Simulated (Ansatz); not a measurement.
# SiCF (quartet): the correlation ladder at a displaced geometry (v2), cc-pVDZ

An exercise on one series of results from a longer session: the logs are not shown, and one member is left open.

Program: Ansatz 0.2.0, Gaussian basis. Level of theory: cc-pVDZ, core rule «outside noble gas», up to 7 orbitals frozen. These are calculated values, not measurements.

The runs, in order: UHF; CCSD(T) on ROHF; CCSD(T) on UHF; BCCD(T) on ROHF; CISD; CCSDT(Q) on ROHF; CCSDT(Q) on UHF; CASSCF and NEVPT2, 13 electrons in 11 orbitals.

30 further runs of the same task are left out: 6 for a known fault of the program, 9 that didn't finish, 15 set aside as unsound or not needed.

## The geometry

The geometry is a PBE0/def2-TZVP stationary point (not a proven minimum) with its atoms shifted at random (size 0.100 Å).

3 atoms, charge 0, spin multiplicity 4.

Atoms are counted from 1 here; the program's logs count them from 0.

Bond lengths: F1–C2 1.305 Å, C2–Si3 1.916 Å. Angles: F1–C2–Si3 120.8°.

The first run:

File in.yaml:

```yaml
crystal:
  periodic: [false, false, false]
  atoms:
    - {symbol: F, position_ang: [0.075454, -0.220252, 1.544287]}
    - {symbol: C, position_ang: [-0.089420, 0.576138, 0.523454]}
    - {symbol: Si, position_ang: [-0.012800, -0.097395, -1.268485]}
basis:
  gaussian: {orbitals: cc-pVDZ}
magnetization: {spin_polarized: true, initial_magnetization: 3}
hamiltonian: {xc: hf}
output: {orbitals: {seedname: orbitals}}
```

The run is started by

```
ansatz run in.yaml --threads 1 --pin off --events-out ev --progress --plain --max-ram 2393MiB
```

Steps of the session up to this table: UHF; CCSD(T) on ROHF; CCSD(T) on UHF; BCCD(T) on ROHF; CISD; CCSDT(Q) on ROHF; CCSDT(Q) on UHF; CASSCF and NEVPT2, 13 electrons in 11 orbitals.

One of the session's tables, all rows but one given; the rest of the session is left out.

```
        method  from UCCSDT(Q) (kcal/mol)
          ROHF                    +241.44
           UHF                    +236.76
          RMP2                     +28.72
          UMP2                     +29.82
          CISD                     +31.38
         RCCSD                          ?
         UCCSD                      +8.75
      RCCSD(T)                      +1.83
      UCCSD(T)                      +1.88
       BCCD(T)                      +1.59
        RCCSDT                      +0.65
        UCCSDT                      +0.64
     RCCSDT(Q)                      +0.13
     UCCSDT(Q)                          0
CASSCF valence                    +188.22
NEVPT2 valence                     +28.86
```

**Question.** Estimate the row for RCCSD.

**Answer.** from UCCSDT(Q) (kcal/mol): +8.80. In the column «from UCCSDT(Q) (kcal/mol)» it lies between UCCSD (+8.75) and RMP2 (+28.72).

Caveats from the session: Restricted and unrestricted rows rest on different reference determinants; where their highest levels disagree by more than a few hundredths of an eV, they describe different states and don't form one ladder.
